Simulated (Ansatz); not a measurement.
Ideal-gas functions of C2H4ClN, SMILES `C/N=C/Cl` at 600 K and 1 bar, from an Ansatz frequency run at PBE0-D4/def2-TZVP.

Molar mass 77.51 g/mol, point group Cs (symmetry number 1), electronic degeneracy 1, moments of inertia 10.156, 193.31, 200.357 u Å². Harmonic wavenumbers (cm⁻¹, unscaled): 206, 256, 283, 439, 870, 931, 1049, 1130, 1150, 1323, 1431, 1471, 1490, 1752, 3005, 3086, 3100, 3120.

Use S(trans) = R[1.5 ln M + 2.5 ln T − 1.1517]; rotational temperatures θ = 24.2544 K / I; S(rot) = R[ln(√π/σ · √(T³/θAθBθC)) + 1.5]; for each mode x = 1.438777 ν̃/T, S = R[x/(eˣ − 1) − ln(1 − e⁻ˣ)] and H = RT x/(eˣ − 1); 1 cm⁻¹ = 0.0119627 kJ/mol; R = 8.31446 J/(mol·K).

Task: By hand: the entropy, in J/(mol·K).

Result: Translation 177.6. Rotation: θ = 2.3882, 0.1255, 0.1211 K, giving 110.8. Vibration, mode by mode: 14.26, 12.50, 11.70, 8.26, 3.56, 3.17, 2.54, 2.18, 2.10, 1.51, 1.23, 1.14, 1.09, 0.66, 0.05, 0.04, 0.04, 0.04, in all 66.1. Electronic 0.0. Sum 354.5 J/(mol·K).

Task: By hand: H − E and G − E in kJ/mol, counted from the electronic energy.

Result: Zero-point energy ½ × 26092 × 0.0119627 = 156.1; thermal vibration 22.3; translation, rotation and pV give 4 RT = 20.0. H − E = 198.4 kJ/mol, and G − E = 198.4 − 600 × 354.5/1000 = -14.3 kJ/mol.

Vibration gives 19 % of the entropy.
